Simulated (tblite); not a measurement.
C₃H₄O₂ (charge +1 and doublet state).
Atom-mapped SMILES: `[O+:1]=[CH:2][C@H:3]1[CH2:4][O:5]1` (hydrogens: H6 on C2; H7 on C3; H8, H9 on C4)
Bond orders are those of one Lewis drawing.

Computed with GFN2-xTB (tblite), gas phase: L-BFGS steps from a force-field or distance-geometry start until the largest atomic force falls under 0.01 eV/Å.

Step 2: E = -434.7980 eV
```
atom  x, y, z in Å  |  force x, y, z in eV/Å
O1      2.1407    0.3552    0.5841   -0.962  -0.086  -1.254
C2      1.3339    0.2819   -0.2867    1.508   0.126   1.461
C3      0.0368   -0.5088   -0.1547    0.553  -0.590  -0.117
C4     -1.1709    0.1357    0.3693   -0.451   0.425   0.972
O5     -0.9779   -0.1706   -0.9612   -0.506  -0.268  -0.412
H6      1.4369    0.7807   -1.2782   -0.057   0.004   0.060
H7      0.2299   -1.5733    0.0777    0.124   0.245  -0.298
H8     -1.8808   -0.4699    0.9337   -0.142   0.066  -0.177
H9     -1.1351    1.1751    0.6908   -0.067   0.078  -0.237
```

Step 3: E = -434.8331 eV
```
atom  x, y, z in Å  |  force x, y, z in eV/Å
O1      2.1387    0.3550    0.5791   -0.064   0.008  -0.295
C2      1.3430    0.2830   -0.2795    0.561   0.017   0.463
C3      0.0449   -0.5175   -0.1560   -0.565   0.255  -0.256
C4     -1.1777    0.1421    0.3837    0.372  -0.217  -0.170
O5     -0.9844   -0.1742   -0.9680   -0.070  -0.267   0.535
H6      1.4360    0.7804   -1.2770   -0.070  -0.010   0.093
H7      0.2315   -1.5696    0.0736    0.178  -0.081  -0.232
H8     -1.8824   -0.4689    0.9312   -0.288  -0.036  -0.012
H9     -1.1360    1.1757    0.6876   -0.055   0.331  -0.126
```

Task: Estimate the geometry and energy of step 4. (The exact step hangs on the optimiser's Hessian estimate; all steps are aligned on step 3, rigid shifts and turns removed.)

Result: E = -434.8486 eV, largest force 0.483 eV/Å
```
atom  x, y, z in Å  |  force x, y, z in eV/Å
O1      2.1408    0.3555    0.5771    0.408   0.024   0.257
C2      1.3511    0.2835   -0.2742   -0.074  -0.014  -0.160
C3      0.0379   -0.5166   -0.1611   -0.062   0.052   0.016
C4     -1.1748    0.1412    0.3863    0.142  -0.061   0.057
O5     -0.9867   -0.1796   -0.9617   -0.261  -0.170   0.130
H6      1.4346    0.7801   -1.2752   -0.062  -0.030   0.113
H7      0.2346   -1.5697    0.0690    0.161  -0.019  -0.250
H8     -1.8869   -0.4690    0.9300   -0.206   0.021  -0.016
H9     -1.1370    1.1805    0.6846   -0.045   0.195  -0.146
```

The energy changes by -0.0154 eV. The first-order estimate −F·Δx gives -0.0240 eV and the mean of the old and new forces, exact on a quadratic surface, -0.0153 eV. The step makes an angle of 25° with the force vector and moves no atom by more than 0.010 Å.

The cost below is that of the whole relaxation. On Arm Neoverse N1, one thread (shared host), this took 0.26 s.
